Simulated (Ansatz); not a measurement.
# Multireference treatment of CH₂, singlet

Program: Ansatz, Gaussian basis, development build. Basis cc-pVDZ, nonrelativistic, 1 orbital frozen in the corrections. State-specific CASSCF; RHF is the lowest restricted (open-shell) Hartree–Fock solution met. Solutions may break the symmetry of the shape. Lower solutions, or ones in other orbitals, may exist.

Geometry:

```tsv
atom	x (Å)	y (Å)	z (Å)
C	0.0000	0.0000	-0.1653
H	0.0000	0.7929	0.4958
H	0.0000	-0.7929	0.4958
```

Task: What do CASSCF and its corrections give against RHF in CAS(6,6), and what are the occupations?

Result: CASSCF -1.495 eV, SC-NEVPT2 -3.186 eV; occupations 1.99, 1.98, 1.91, 0.09, 0.02, 0.02.
